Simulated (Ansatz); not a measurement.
in.yaml

```yaml
crystal:
  periodic: [false, false, false]
  atoms:
    - {symbol: B, position_ang: [0.000000, 0.000000, 1.345882]}
    - {symbol: Be, position_ang: [0.000000, 0.000000, -1.721118]}
    - {symbol: H, position_ang: [0.000000, 1.003181, 2.007738]}
    - {symbol: H, position_ang: [0.000000, -1.003180, 2.007738]}
    - {symbol: H, position_ang: [0.000000, 0.000000, -3.062347]}
basis:
  gaussian: {orbitals: STO-3G}
correlation: {method: fic_nevpt4_sd, electrons: outside_noble_gas, active_space: {window: {electrons: 4, orbitals: 2}}}
```

```sh
$ ansatz run in.yaml --threads 1 --pin off --events-out ev --progress --plain --max-ram 2393MiB
```

Output:

```
157 factors; integrals over basis functions are off by at most 1.8e-3 eV
mean field evaluation 1: about -1094.6984 eV, gradient 1.6e1 eV
mean field evaluation 2: about -1094.8155 eV, gradient 1.6e1 eV
mean field evaluation 4: about -1097.0391 eV, gradient 1.9e0 eV
mean field evaluation 8: about -1097.0649 eV, gradient 2.2e-4 eV
mean field evaluation 16: about -1087.6307 eV, gradient 2.9e-2 eV
mean field evaluation 32: about -1087.6306 eV, gradient 3.1e-2 eV
mean field -1097.06492733 eV, -40.3163924619 hartree, gradient 5.3e-6 eV, S^2 0.000000; 3 other end points of the search recorded, 0 dependent functions left out; unrestricted orbitals would lower it
reference -1097.06492733 eV, -40.3163924619 hartree; 6, 6 occupied and 7, 7 virtual orbitals, 157 factors
state -1097.06492733 eV, -40.3163924619 hartree
state -1097.06492733 eV, -40.3163924619 hartree; corrected -1099.99183051 eV, -40.4239541701 hartree
WARN: 2 active orbitals are nearly empty or full. The corrections depend on them more than the energy does, and are more stable in an active space without them
Total energy: -1099.99183051 eV, -40.4239541701 hartree
```

Natural occupations: 2.0000 2.0000.

Ran on 1 thread of Arm Neoverse V1, shared host: 0.21 s wall, 0.17 GiB peak host memory.
